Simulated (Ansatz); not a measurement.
# BH5OS: the cost of one run

Program: Ansatz 0.2.0. Level of theory: RKS PBE0-D4/def2-SVP. These are calculated values, not measurements.

### 1 Starting point

Bond lengths: B1–O2 1.760 Å, O2–H3 1.010 Å, B1–H4 1.190 Å, B1–H5 1.190 Å, B1–S6 2.190 Å, S6–H7 1.400 Å, O2–H8 1.122 Å, S6–H8 1.382 Å. Angles: B1–O2–H3 109.5°, B1–O2–H8 86.3°, H3–O2–H8 110.0°, O2–B1–H4 120.0°, O2–B1–H5 120.0°, O2–B1–S6 71.6°, H4–B1–H5 120.0°, H4–B1–S6 96.8°, H5–B1–S6 101.3°, B1–S6–H7 109.5°, B1–S6–H8 64.5°, H7–S6–H8 51.0°, O2–H8–S6 137.6°.

Coordinates:

```xyz
8

B     0.0000    0.0000    0.0000
O     0.0000    0.0000    1.7600
H    -0.9095   -0.2814    2.0971
H     1.0305    0.0000   -0.5950
H    -1.0305    0.0000   -0.5950
S     0.0982    2.0760    0.6906
H     0.6507    2.1151    1.9763
H     0.0529    1.1186    1.6867
```

### 2 A restrained relaxation towards end A

Springs on the bonds that form and break draw the guess towards this end; the thresholds are loose.

Input file input.yaml:

```yaml
crystal:
  periodic: [false, false, false]
  atoms:
    - { symbol: B, position_ang: [0.0, 0.0, 0.0] }
    - { symbol: O, position_ang: [0.0, 0.0, 1.76] }
    - { symbol: H, position_ang: [-0.9095, -0.2814, 2.0971] }
    - { symbol: H, position_ang: [1.0305, 0.0, -0.595] }
    - { symbol: H, position_ang: [-1.0305, 0.0, -0.595] }
    - { symbol: S, position_ang: [0.0982, 2.076, 0.6906] }
    - { symbol: H, position_ang: [0.6507, 2.1151, 1.9763] }
    - { symbol: H, position_ang: [0.0529, 1.1186, 1.6867] }
basis:
  gaussian: { orbitals: def2-SVP }
hamiltonian:
  xc: pbe0
  dispersion: d4
relax:
  f_tol: 0.15
  max_steps: 25
  restrain:
    - { distance: [0, 5], at: 3.09, k: 30.0 }
    - { distance: [7, 1], at: 2.21, k: 30.0 }
    - { distance: [0, 1], at: 1.41, k: 30.0 }
    - { distance: [7, 5], at: 1.4, k: 30.0 }
output:
  orbitals: {}
```

Started as:

```console
> ansatz run input.yaml --threads 1 --pin off --max-ram 2048MiB --backend cpu --events-out ev --progress --plain --runs-dir out
```

Q: Estimate wall time and peak memory on 1 thread of Arm Neoverse V1, shared host.

About 34 s, with a peak of 0.14 GiB.
